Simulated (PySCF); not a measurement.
C₄H₇ (doublet state).
Atom-mapped SMILES: `[CH2:1][CH:2]1[CH2:3][CH2:4]1` (hydrogens: H5, H6 on C1; H7 on C2; H8, H9 on C3; H10, H11 on C4)

Geometry (GFN2-xTB, Å), atoms numbered from 1 in this order:
```xyz
11
C4H7 angstrom
C      1.5487   -0.2802    0.1245
C      0.2080   -0.0110    0.5448
C     -0.7106    0.8744   -0.2948
C     -0.9815   -0.5843   -0.2243
H      1.7855   -0.3725   -0.9178
H      2.3374   -0.3971    0.8399
H      0.0717    0.0655    1.6168
H     -1.3626    1.5521    0.2343
H     -0.3065    1.2741   -1.2118
H     -1.8228   -0.9325    0.3551
H     -0.7619   -1.1858   -1.0927
```

The hyperfine couplings belong to this conformer and change with its torsions.

Computed with UKS B3LYP, pcH-1 on C H, non-relativistic, mean-field spin-orbit, GIAO in PySCF 2.14.0. One conformer (not necessarily the lowest) at the GFN2-xTB geometry, without solvent, vibrations or thermal averaging. Couplings are sensitive to structure, and on GFN2-xTB geometries they can be far from those on DFT ones.

Problem. How many α and β electrons are there, and what is ⟨S²⟩ of the pure spin state?

Solution. 31 electrons with 2S = 1: 16 α and 15 β; S(S+1) = 0.75.

Mulliken spin populations, one withheld:

```json
{"atom": "C1", "bound to": "C2, H5, H6", "population": "?"}
{"atom": "C2", "bound to": "C1, C3, C4, H7", "population": "-0.1062"}
{"atom": "C3", "bound to": "C2, C4, H8, H9", "population": "+0.0884"}
{"atom": "C4", "bound to": "C3, C2, H10, H11", "population": "+0.0897"}
{"atom": "H5", "bound to": "C1", "population": "-0.0445"}
{"atom": "H6", "bound to": "C1", "population": "-0.0439"}
{"atom": "H7", "bound to": "C2", "population": "+0.0012"}
{"atom": "H8", "bound to": "C3", "population": "+0.0043"}
{"atom": "H9", "bound to": "C3", "population": "-0.0013"}
{"atom": "H10", "bound to": "C4", "population": "+0.0043"}
{"atom": "H11", "bound to": "C4", "population": "-0.0013"}
```

Problem. Fill in the missing population.

Solution. The populations add up to Nα − Nβ = 1, and the others sum to -0.0093, so C1 holds +1.009.

Problem. Sum the populations by element and by sign.

Solution. Carbon +1.08, hydrogen -0.08. The positive populations sum to 1.20, the negative ones to -0.20.

Problem. The run gives ⟨S²⟩ = 0.7545. What does that say of the overlap of α and β orbitals, and of the weight of higher spin?

Solution. Σ|⟨iα|jβ⟩|² over occupied orbitals = Nβ − [⟨S²⟩ − S(S+1)] = 15 − 0.0045 = 14.9955. If the quartet state (S + 1) were the only admixture, its weight would be 0.0045/(2S + 2) = 0.15 %.

Problem. What Fermi-contact NMR shifts do the couplings of C2, C3/C4, H5, H7, H8/H10, H9/H11 imply at 298 K (Curie law, g = gₑ)?

Solution. δ = a_FC·h·gₑ μB S(S+1)/(3 g_N μN kT), with k/h = 20836.6 MHz/K:

```csv
nuclei,isotope,a_FC (MHz),g_N,contact shift (ppm)
C2,13C,-39.22,1.4048,-4133
C3/C4,13C,54.18,1.4048,+5708
H5,1H,-58.46,5.5857,-1549
H7,1H,2.10,5.5857,+56
H8/H10,1H,9.53,5.5857,+253
H9/H11,1H,-6.32,5.5857,-167
```

All at the stated temperature. Entries for several nuclei are means.

Means are taken over nuclei equivalent by connectivity, which assumes that they swap fast. H5 and H6 aren't averaged: C1 is flat or nearly so (angle sum 360°), and its turn about the short C1–C2 bond (1.43 Å) is taken as slow.
